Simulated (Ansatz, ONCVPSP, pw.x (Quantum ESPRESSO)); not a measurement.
# Ga (diamond): variants of one ONCV potential in the solid

gallium, optimised norm-conserving Vanderbilt (ONCV), made with ONCVPSP 4.0.1.1 (patched build) (PBEsol, scalar-relativistic). Core [Ar] 3d10, reference 4s2 4p1. Waves: 4s: rc 2.05 bohr, ncon 4, nbas 7, qcut 2.8 1/bohr, 2 projectors, debl 3.5 Ha; 4p: rc 2.60 bohr, ncon 4, nbas 7, qcut 2.7 1/bohr, 1 projector; d scattering state at 0.24 Ha: rc 2.45 bohr, ncon 4, nbas 7, qcut 3.4 1/bohr, 2 projectors, debl 2.8 Ha. Local part: polynomial inside 1.55 bohr (lpopt 5, dvloc0 1 Ha). Core correction: Teter function, fcfact 4.25, rcfact 1.15.

Crystal test: diamond Ga in pw.x 7.5, no spin, 8³ k-points, Fermi–Dirac smearing 0.01 Ry, cutoffs set for each file from its atomic test. The reference is all-electron LAPW (Ansatz 0.2.0) with the same functional, mesh and smearing; V0 and B0 come from Birch–Murnaghan fits to the pressures at five volumes. Errors are pseudo minus all-electron; Δ is the rms difference of the E(V) curves that follow from these fits, minima aligned, over ±6 % about the mean V0. Mesh and smearing are coarse, so the numbers serve the comparison and aren't converged zero-temperature values; the lattice is a test structure that the element need not adopt.

All-electron: a0 = 5.761 Å (V0 = 23.90 Å³/atom), B0 = 43.7 GPa.

Base: The largest radius (2.60 bohr) exceeds half the bond length (2.36 bohr), so the spheres overlap, which is one possible source of error among others.

```csv
change,cutoffs (Ry),pw.x,a0 (Å),a0 error (%),B0 error (%),Δ (meV/atom),mean pressure error (GPa)
base,65/260,converged,5.736,-0.44,+0.4,3.1,-0.58
"core correction Teter function, fcfact 4.25, rcfact 1.88",65/260,converged,5.772,+0.18,-13.0,1.3,+0.20
"core correction Teter function, fcfact 7.3, rcfact 1.15",65/260,converged,5.723,-0.66,+2.7,4.6,-0.86
"all radii but the core radius scaled by about 1.31 (s 2.68, p 3.40, d 3.20 bohr); local potential polynomial inside 2.02 bohr (lpopt 5, dvloc0 1 Ha)",50/200,converged,5.743,-0.31,-0.9,2.1,-0.41
s: nbas 9,125/500,converged,5.735,-0.45,+0.5,3.1,-0.58
```

Give the row for: s: debl 0.45.

pw.x: converged; mean pressure error (GPa): -0.59; a0 (Å): 5.735; a0 error (%): -0.45; B0 error (%): +0.5; Δ (meV/atom): 3.1.
